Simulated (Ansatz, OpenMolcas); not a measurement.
## Exact exchange and the vertical energy of the triplet above the singlet of [BCl2]+

[BCl2]+ has 3 atoms, charge +1, and is taken as a singlet. SMILES: `Cl[B+]Cl`. The shape is that of a PBE0-D4/def2-TZVP optimisation.

The vertical energy of the triplet above the singlet y, in eV, basis cc-pVTZ; a is the functional's share of exact exchange. Programs: Ansatz 0.2.0, OpenMolcas 26.06.

| functional | program | a | y (eV) |
| --- | --- | --- | --- |
| r2SCAN | OpenMolcas | 0 | 6.15 |
| TPSS | OpenMolcas | 0 | 6.06 |
| B3LYP | Ansatz | 0.2 | ? |
| r2SCAN0 | Ansatz | 0.25 | 6.34 |
| PBE0 | Ansatz | 0.25 | 6.28 |
| BHLYP | OpenMolcas | 0.5 | 6.53 |

Problem. Fit y = c + s·a to the known rows and predict B3LYP.

Solution. 
1. Means of the 5 rows: a = 0.2000, y = 6.272.
2. Σ(Δa)² = 0.175, Σ(Δa·Δy) = 0.148, so the slope is 0.148/0.175 = 0.84571.
3. Intercept: 6.272 − (0.84571) × 0.2000 = 6.103. The largest residual of the fit is 0.047.
4. B3LYP: 6.103 + (0.84571) × 0.2 = 6.27 eV.

The run gave 6.25 eV, so the prediction is off by +0.02 eV, within the scatter of the fit. The rows mix families of semi-local functionals, which the line can't see.
